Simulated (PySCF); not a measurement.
# Working out the ionisation energy of Ar

Ar [Ar] (1S) → Ar⁺ [Ne] 3s2 3p5 (2P). Calculation: PySCF 2.14, in aug-cc-pwCVTZ (8s7p5d3f, 75 functions); no relativity, point nucleus. Frozen: nothing. Energies in hartree (1 hartree = 27.21139 eV):

```
             part   Ar (lower)  Ar⁺ (upper)
              UHF  -526.813355  -526.278431
MP2 opposite-spin    -0.381785    -0.352054
    MP2 same-spin    -0.147195    -0.132276
```

Task: What does Hartree-Fock give?

Result: (-526.278431) − (-526.813355) = 0.534924 hartree = 14.556 eV.

Task: What do MP2 and SCS-MP2 (6/5 opposite-spin, 1/3 same-spin) give?

Result: The opposite-spin parts differ by 0.809 eV and the same-spin parts by 0.406 eV. MP2: 14.556 + (0.809) + (0.406) = 15.771 eV. SCS-MP2: 14.556 + 1.2 × (0.809) + (0.406)/3 = 15.662 eV.

Measured between the centres of the two terms (NIST): 15.819 eV, so MP2 (all electrons) is off by -0.048 eV.

What remains against the reference includes basis incompleteness and correlation beyond second order.
